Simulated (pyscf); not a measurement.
# Four-centre exchange: Cl–Sn(Cl)(Cl)–SeH + HF -> F–Sn(Cl)(Cl)–SeH + HCl

Gas phase, singlet surface, charge 0. Bonds broken: Sn2–Cl3, F7–H8. Bonds formed: Sn2–F7, Cl3–H8. PySCF, gas phase, ωB97X-D3(BJ)/def2-SVP geometries.

Transition state (Å):

```xyz
8

Se     0.5344     1.5679     1.1427
Sn    -1.1102     0.1002     0.0352
Cl    -0.8834    -2.2809    -1.2326
Cl    -3.0484     0.9212    -0.9093
Cl    -1.8448    -1.1640     1.8513
H      1.0483     1.9997    -0.1617
F     -0.0391     0.1452    -1.7319
H     -0.2820    -1.2046    -1.8830
```

One imaginary mode, 295i cm⁻¹; descent along it reached the two sides named, in the forms told below.

```
bond     change  reactant side (Å)  saddle  product side
-------  ------  -----------------  ------  ------------
Sn2–Cl3  breaks              2.351     2.7           3.6
F7–H8    breaks              0.935   1.380         1.897
Sn2–F7    forms                2.9   2.067         1.946
Cl3–H8    forms              2.244   1.394         1.293
```

Electronic energies relative to the separated reactants (kJ/mol):

| level | barrier | reaction energy | reverse barrier |
|---|---|---|---|
| ωB97X-D3(BJ)/def2-TZVP | 67.1 | +42.0 | 25.1 |
| PBE/def2-TZVP | 46.2 | +24.9 | 21.3 |
| r²SCAN/def2-TZVP | 46.0 | +26.6 | 19.4 |
| B3LYP-D3(BJ)/def2-TZVP | 60.7 | +32.6 | 28.0 |
| PBE0-D3(BJ)/def2-TZVP | 61.5 | +38.3 | 23.1 |
| M06-2X/def2-TZVP | 65.6 | +32.6 | 33.0 |
| ωB97M-D3(BJ)/def2-TZVP | 67.1 | +29.8 | 37.4 |
| HF/def2-TZVP | 135.1 | +33.4 | 101.7 |

With ωB97M-D3(BJ)/def2-TZVP energies and thermal terms (ideal gas, 1 atm, RRHO with modes under 100 cm⁻¹ raised to 100, one conformer, R ln 2 for chiral ones without a mode under 150 cm⁻¹), in kJ/mol:

| T (K) | ΔH‡ | ΔG‡ | ΔH | ΔG |
|---|---|---|---|---|
| 298 | 60.2 | 107.4 | +24.5 | +23.3 |
| 600 | 59.3 | 155.9 | +24.0 | +22.4 |
| 900 | 60.5 | 203.9 | +23.9 | +21.7 |
| 1200 | 62.4 | 251.5 | +24.2 | +20.9 |

On the reactant side the descent ends in a complex, 25.1 kJ/mol under the separated species and 92.2 kJ/mol under the saddle at ωB97X-D3(BJ)/def2-TZVP. On the product side the descent ends in a complex, 19.1 kJ/mol under the separated species and 44.2 kJ/mol under the saddle at ωB97X-D3(BJ)/def2-TZVP. This is the saddle that the search found; another between the same sides may lie lower. Elements up to Kr have no core potential and no relativistic terms here. Elements past Kr carry the def2 core potentials, without spin-orbit coupling.
